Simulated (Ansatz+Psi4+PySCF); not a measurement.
doublet NH₃(+): levels of theory in one basis

| atom | x (Å) | y (Å) | z (Å) |
| --- | --- | --- | --- |
| N | 0.1165 | 0.0000 | 0.0000 |
| H | -0.2833 | 0.9675 | 0.0000 |
| H | -0.2718 | -0.4699 | 0.8138 |
| H | -0.2718 | -0.4699 | -0.8138 |

Basis set: cc-pVTZ (spherical functions). Correlated methods keep 1 orbital frozen. Correlation on ROHF uses semicanonical orbitals with singles. Charge 1, multiplicity 2.

Computed with Ansatz (development build ahead of 0.2.0) and Psi4 1.11; each method stands on the lowest determinant of its kind that the runs found.

| method | E − E(ROHF) (eV) | <S²> of the determinant |
| --- | --- | --- |
| ROHF | 0.00 | 0.75 |
| UHF | -0.11 | 0.76 |
| ROHF-MP2 | -5.02 | – |
| UHF-MP2 | -5.02 | 0.76 |
